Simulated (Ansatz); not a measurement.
Rock-salt BaTe was calculated with LDA (Ansatz, a first-principles code, plane waves, PAW).

Run with plane-wave cutoff 520 eV, 8×8×8 k mesh, Fermi–Dirac smearing 0.01 eV, scalar-relativistic PAW data made under PBE.

The cell is scaled about its equilibrium volume:

| V (Å³/atom) | P (GPa) | direct gap at Γ (eV) | smallest gap on the k mesh (eV) |
|---|---|---|---|
| 38.032 | 2.51 | 2.831 | 1.212 |
| 38.841 | 1.58 | 2.848 | 1.265 |
| 39.651 | 0.75 | 2.863 | 1.314 |
| 40.460 | 0.00 | 2.876 | 1.361 |
| 41.269 | -0.67 | 2.888 | 1.404 |
| 42.078 | -1.27 | 2.811 | 1.445 |
| 42.887 | -1.81 | 2.732 | 1.483 |

The fundamental gap (1.36 eV at the equilibrium volume, with added k points) lies elsewhere than Γ–Γ.

Spin–orbit coupling is not included; with these elements it can move the gap by several tenths of an eV or more.
